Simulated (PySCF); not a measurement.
**Converging SN in the basis (PBE0)**

PySCF, UKS reference; doublet, unpaired electrons π ↑; De to S + N without counterpoise correction.

```tsv
basis	relativity	functions	Re (Å)	ωe (cm⁻¹)	De (eV)	μ (D)
x2c-SVPall	spin-free X2C	32	1.501	1288	4.57	-1.80
jorge-DZP-DKH	spin-free X2C	39	1.512	1252	4.38	-1.79
def2-SVPD	no relativity	47	1.500	1282	4.67	-1.73
x2c-TZVPPall	spin-free X2C	73	1.485	1290	4.85	-1.85
```

Problem. How does each smaller set differ from the one with most functions, x2c-TZVPPall?

Solution. x2c-SVPall: +1.6 pm, -0.2 % in ωe, -0.28 eV in De; jorge-DZP-DKH: +2.7 pm, -2.9 % in ωe, -0.47 eV in De; def2-SVPD: +1.5 pm, -0.6 % in ωe, -0.18 eV in De. All at PBE0; the set with most functions is neither the basis-set limit nor always the best. The rows treat relativity differently, so the differences are not basis effects alone.

A positive dipole means S(−)N(+). The state is the lowest determinant that a PBE0 search found; another state may lie lower at other levels.
